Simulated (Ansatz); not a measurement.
C3H3F3, SMILES `C=C(F)C(F)F`, charge 0, multiplicity 1.

(1) Give a relaxed structure at PBE0-D4/def2-TZVP (the Gaussian-basis code of Ansatz). (Estimate.)

Results:

(1) Ansatz gave: 
Z-matrix (Å, degrees):
```
C
F 1 1.356
C 1 1.498 2 109.8
F 1 1.349 2 108.0 3 -120.5
H 1 1.096 2 107.7 3 122.1
F 3 1.337 1 110.6 2 64.8
C 3 1.316 1 126.9 2 -116.1
H 7 1.080 3 119.5 1 0.6
H 7 1.082 3 120.8 1 -179.5
```
This is one stationary point; other conformers may exist.
